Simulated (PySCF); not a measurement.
OF at PBE0

Level: PBE0. O def2-TZVP, F def2-TZVP; no relativity (PySCF 2.14).

| Property | Result |
| --- | --- |
| state | ²Π (doublet), unpaired electrons π ↑ |
| bond length | 1.330 Å |
| harmonic wavenumber | 1169 cm⁻¹ |
| force constant | 6.99 mdyn/Å |
| rotational constant Be | 1.097 cm⁻¹ |
| anharmonicity ωexe | 7.65 cm⁻¹ |
| vibration–rotation constant αe | 0.0110 cm⁻¹ |
| well depth De to O + F | 2.36 eV |
| dissociation energy D0 | 2.29 eV |
| bond order (Mayer) | 1.11 |
| dipole moment (positive dipole means O(−)F(+)) | 0.05 D |

The state was picked by a PBE0 search and need not be the measured ground state.
